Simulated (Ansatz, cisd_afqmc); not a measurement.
System: ClF, charge 1, doublet. ClF+ (parent SMILES FCl, doublet).
B3LYP-D3(BJ)/def2-TZVP minimum from Ansatz (a first-principles code):
```
F
Cl 1 1.5412
```
Charge +1, spin multiplicity 2.

Total energies in cc-pV(T+d)Z, 13 correlated electrons, 6 frozen orbitals. UHF or UKS for unpaired electrons; spin-orbit terms are left out. Correlated methods leave the cores frozen. No relativity. AFQMC/CISD: phaseless, guided by CISD from CCSD amplitudes; bars are statistical, one sigma. Outlying blocks are dropped, and bars are widened where a walk drifts. Over all cases where full CI ran beside it in this data, AFQMC minus full CI had a median of +0.1 mEh and passed +0.4 mEh in a tenth of the cases.

```json
[
 {"method": "HF", "program": "Ansatz", "energy (Eh)": "-558.47162", "minus CCSDT(Q) (mEh)": "456.49"},
 {"method": "MP2", "program": "Ansatz", "energy (Eh)": "-558.88734", "minus CCSDT(Q) (mEh)": "40.76"},
 {"method": "CCSD", "program": "Ansatz", "energy (Eh)": "-558.90847", "minus CCSDT(Q) (mEh)": "19.64"},
 {"method": "CCSD(T)", "program": "Ansatz", "energy (Eh)": "-558.92587", "minus CCSDT(Q) (mEh)": "2.23"},
 {"method": "CCSDT(Q)", "program": "Ansatz", "energy (Eh)": "-558.92811", "minus CCSDT(Q) (mEh)": "0.00"},
 {"method": "AFQMC/CISD", "program": "cisd_afqmc", "energy (Eh)": "-558.9268 ± 0.0004", "minus CCSDT(Q) (mEh)": "1.3 ± 0.4"}
]
```

Rough core times of Ansatz's runs on a shared machine: CCSD(T) under 20 s, CCSDT(Q) 2 min.
